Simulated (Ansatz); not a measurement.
One change: `BBCl` becomes `SBCl`.

Ansatz, PBE0-D4/def2-TZVP geometries, multiplicity 1. Each molecule was computed in one conformer, which needn't be the lowest.

| property | `BBCl` |
| --- | --- |
| zero-point energy (PBE0-D4/def2-TZVP) / kJ/mol | 86.4 |
| LUMO energy (B3LYP/def2-TZVPP) / eV | -2.31 |
| HOMO–LUMO gap (PBE/def2-TZVPP) / eV | 3.64 |
| HOMO–LUMO gap (PBE0/def2-TZVPP) / eV | 6.01 |
| vertical ionisation energy (CCSD(T)/CBS(def2)) / eV | 10.87 |
| HOMO energy (PBE/def2-TZVPP) / eV | -6.77 |

Q: What does the change do to each property? (Estimate.)

A: Ansatz gave: 
| property | `SBCl` | shift |
| --- | --- | --- |
| zero-point energy (PBE0-D4/def2-TZVP) / kJ/mol | 62.4 | -24.0 |
| LUMO energy (B3LYP/def2-TZVPP) / eV | -1.48 | 0.83 |
| HOMO–LUMO gap (PBE/def2-TZVPP) / eV | 4.90 | 1.26 |
| HOMO–LUMO gap (PBE0/def2-TZVPP) / eV | 7.02 | 1.01 |
| vertical ionisation energy (CCSD(T)/CBS(def2)) / eV | 10.83 | -0.04 |
| HOMO energy (PBE/def2-TZVPP) / eV | -7.13 | -0.36 |

With PBE0 the HOMO falls by 0.22 eV and the LUMO rises by 0.80 eV, so the gap widens by about 1.02 eV. PBE moves the HOMO by -0.36 eV and ωB97M-V by -0.11 eV. The zero-point energy changes by -24.0 kJ/mol with -3 modes.

B3LYP here is the variant with VWN-RPA as its local correlation; programs differ in this.
